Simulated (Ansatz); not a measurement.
# The silicon atom (triplet): wave-function methods side by side, 6-31G*

The task here is to estimate one member of a computed series from the others.

Method: 6-31G*, core rule «outside noble gas», up to 5 orbitals frozen; program: Ansatz 0.2.0, Gaussian basis.

The runs, in order: CCSD(T) on UHF; BCCD(T) on ROHF; CISD; CCSDT(Q) on ROHF; CCSDT(Q) on UHF; CASSCF and MRCISD+Q, 4 electrons in 4 orbitals; CASSCF and MRCISD+Q(relaxed), 4 electrons in 4 orbitals; CASSCF and NEVPT4(SD), 4 electrons in 4 orbitals; CASSCF and NEVPT2, 4 electrons in 4 orbitals; Full CI.

**The atom**

A free atom, in its lowest state of this spin that the program finds.

1 atom, charge 0, spin multiplicity 3.

The first run:

in.yaml reads:

```yaml
crystal:
  periodic: [false, false, false]
  atoms:
    - {symbol: Si, position_ang: [0.000000, 0.000000, 0.000000]}
basis:
  gaussian: {orbitals: "6-31G*"}
magnetization: {spin_polarized: true, initial_magnetization: 2}
correlation: {method: ccsd_t, electrons: outside_noble_gas}
```

Started as:

```sh
ansatz run in.yaml --threads 1 --pin off --events-out ev --progress --plain --max-ram 2393MiB
```

Steps of the session up to this table: CCSD(T) on UHF; BCCD(T) on ROHF; CISD; CCSDT(Q) on ROHF; CCSDT(Q) on UHF; CASSCF and MRCISD+Q, 4 electrons in 4 orbitals; CASSCF and MRCISD+Q(relaxed), 4 electrons in 4 orbitals; CASSCF and NEVPT4(SD), 4 electrons in 4 orbitals; CASSCF and NEVPT2, 4 electrons in 4 orbitals; Full CI.

One table of the session follows, with a row left open; its other results are not shown here.

| method | from FCI (kJ/mol) |
| --- | --- |
| UHF | ? |
| UMP2 | +45.8 |
| UCCSD | +3.0 |
| UCCSD(T) | +0.8 |
| BCCD(T) | +0.9 |
| UCCSDT | 0.0 |
| UCCSDT(Q) | 0.0 |
| CASSCF valence | +123.3 |
| NEVPT2 valence | +31.8 |
| NEVPT4(SD) valence | +1.7 |
| MRCISD valence | +2.3 |
| MRCISD+Q valence | -2.2 |
| MRCISD+Q(relaxed) valence | -2.3 |
| FCI | 0 |

**Question.** Estimate the row for UHF.

The run gave: from FCI (kJ/mol): +151.4. In the column «from FCI (kJ/mol)» it is the highest.

Among the levels timed on like hardware and quicker than the yardstick, those that no quicker one beats, quickest first: NEVPT2 valence (0.09 s, +31.8 kJ/mol); UCCSD(T) (0.18 s, +0.8 kJ/mol). Runs this short are mostly start-up, so their order is noise.

Not comparable, so not listed: CISD; CCSDT(Q) on ROHF (they don't share determinant, frozen orbitals or solution with the rows shown, or repeat one).

Limits of these values: The yardstick is full CI for this spin, exact in this basis with these frozen cores. MRCISD+Q valence, MRCISD+Q(relaxed) valence fall below full CI: the +Q correction isn't variational, and the cores differ from full CI's. Of the multireference levels listed NEVPT4(SD) valence comes nearest in total energy (+1.7 kJ/mol), which doesn't show that its space is the better one. Levels on UHF freeze UHF's core orbitals, full CI those of ROHF, so the U rows can settle a little off it for that reason alone.
